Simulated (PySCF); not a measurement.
## Atomic charges by several schemes

Compound: sulfanylsilane, H4SSi.
Cartesian coordinates in Å at the GFN2-xTB level; atoms count from 1:
```
atom  x, y, z in Å
Si1   -0.580   -0.009    0.012
S2     1.394    0.805   -0.206
H3    -0.685   -0.561    1.357
H4    -1.440    1.139   -0.205
H5    -0.743   -1.050   -0.995
H6     2.056   -0.321    0.015
```

Density: PBE0/pcSseg-1 (PySCF); schemes: Mulliken, IAO, Hirshfeld and ESP-fitted. Geometry: GFN2-xTB; no solvent, vibrations or thermal averaging.

Task: Give the atomic charges in each scheme.

Result: In e:

```csv
atom,environment,Mulliken,IAO,Hirshfeld,ESP-fitted
Si1,SiH3 silicon,+0.445,+0.560,+0.306,+0.344
S2,sulfur bonded to Si and H,-0.397,-0.322,-0.154,-0.409
H3,Si–H hydrogen,-0.068,-0.119,-0.073,-0.074
H4,Si–H hydrogen,-0.064,-0.101,-0.063,-0.010
H5,Si–H hydrogen,-0.068,-0.119,-0.073,-0.074
H6,S–H hydrogen,+0.151,+0.101,+0.057,+0.223
```

Mean size of the charges over all atoms: IAO 0.220 e, Mulliken 0.199 e, ESP-fitted 0.189 e, Hirshfeld 0.121 e. Each set sums to the total charge, 0, to within 0.001 e. The IAO scheme counts the electrons in orthogonalised intrinsic atomic orbitals, a minimal basis polarised so that it spans the occupied orbitals exactly.

Lowest charge. All schemes agree: Mulliken S2 (-0.397); IAO S2 (-0.322); Hirshfeld S2 (-0.154); ESP-fitted S2 (-0.409).

Highest charge. All schemes agree: Mulliken Si1 (+0.445); IAO Si1 (+0.560); Hirshfeld Si1 (+0.306); ESP-fitted Si1 (+0.344).

Task: How many electrons does the ESP-fitted scheme count on Si1?

Result: Z − q = 14 − (+0.344) = 13.656.

Task: Sum the charges by element, for elements with more than one atom.

Result: 
```json
{"element": "H", "atoms": "4", "Mulliken": "-0.048", "IAO": "-0.239", "Hirshfeld": "-0.152", "ESP-fitted": "+0.064"}
```
